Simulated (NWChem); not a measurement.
System: CH6Si; SMILES C[SiH3]

Results from NWChem. The geometry was optimised at PBE-D3(BJ)/def2-SVP. B3LYP is NWChem's, with the RPA form of VWN correlation.

For level B3LYP/pcseg-1:

```yaml
highest occupied level (eV): -8.98
orbital gap (eV): 9.54
dipole (D): 0.75
```

Task: Estimate the same quantities for level B3LYP/STO-3G.

Result: 
| Item | Value |
|---|---|
| highest occupied level (eV) | -7.22 |
| orbital gap (eV) | 15.10 |
| dipole (D) | 0.23 |
